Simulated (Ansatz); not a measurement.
**BO+ (singlet): wave-function methods side by side, 6-31G**

The task here is to estimate one member of a computed series from the others.

Method: 6-31G, core rule «outside noble gas», up to 2 orbitals frozen; program: Ansatz 0.2.0, Gaussian basis.

The runs, in order: UHF; CCSD(T) on RHF; CCSD(T) on UHF; BCCD(T) on RHF; CISD; CCSDT(Q) on RHF; CCSDT(Q) on UHF; CISDTQ; CCSDTQ on RHF; CCSDTQ on UHF; CASSCF and MRCISD+Q, 8 electrons in 8 orbitals; CASSCF and NEVPT2, 8 electrons in 8 orbitals; Full CI.

13 further runs of the same task are left out: 4 that didn't finish, 9 set aside as unsound or not needed. Runs told in other sessions of the task aren't counted.

### The geometry

The geometry is a PBE0/def2-TZVP stationary point (not a proven minimum) of the parent state, kept for this charge and spin.

2 atoms, charge 1, spin multiplicity 1.

Atoms are counted from 1 here; the program's logs count them from 0.

Bond lengths: B1–O2 1.201 Å.

The first run:

Input file in.yaml:

```yaml
crystal:
  periodic: [false, false, false]
  atoms:
    - {symbol: B, position_ang: [0.000000, 0.000000, 0.000000]}
    - {symbol: O, position_ang: [0.000000, 0.000000, 1.200581]}
basis:
  gaussian: {orbitals: 6-31G}
total_charge: 1
magnetization: {spin_polarized: true, initial_magnetization: 0}
hamiltonian: {xc: hf}
output: {orbitals: {seedname: orbitals}}
```

Launch:

```console
$ ansatz run in.yaml --threads 1 --pin off --events-out ev --progress --plain --max-ram 2393MiB
```

Among the steps run: UHF; CCSD(T) on RHF; CCSD(T) on UHF; BCCD(T) on RHF; CISD; CCSDT(Q) on RHF; CCSDT(Q) on UHF; CISDTQ; CCSDTQ on RHF; CCSDTQ on UHF; CASSCF and MRCISD+Q, 8 electrons in 8 orbitals; CASSCF and NEVPT2, 8 electrons in 8 orbitals; Full CI.

One table of the session follows, with a row left open; its other results are not shown here.

| method | from FCI (kJ/mol) |
| --- | --- |
| RHF | +556.2 |
| UHF | +439.8 |
| RMP2 | +8.3 |
| CISD | +68.1 |
| RCCSD | +35.0 |
| RCCSD(T) | ? |
| BCCD(T) | +2.8 |
| RCCSDT | +0.1 |
| CISDTQ | +5.3 |
| RCCSDT(Q) | -3.9 |
| RCCSDTQ | -0.9 |
| CASSCF valence | +80.1 |
| NEVPT2 valence | +28.8 |
| MRCISD valence | +8.0 |
| MRCISD+Q valence | +7.1 |
| FCI | 0 |

**Question.** Estimate the row for RCCSD(T).

**Answer.** from FCI (kJ/mol): +5.6. In the column «from FCI (kJ/mol)» it lies between CISDTQ (+5.3) and MRCISD+Q valence (+7.1).

Not comparable, so not listed: CCSD(T) on UHF; CCSDTQ on UHF (they don't share determinant, frozen orbitals or solution with the rows shown, or repeat one).

Limits of these values: The determinant of HF (⟨S²⟩ 1.03) is far from a pure spin state, so its energy mixes those of several spin states; that is harmless only where they are near-degenerate. RCCSDT(Q), RCCSDTQ fall below full CI, which methods that aren't variational can do.
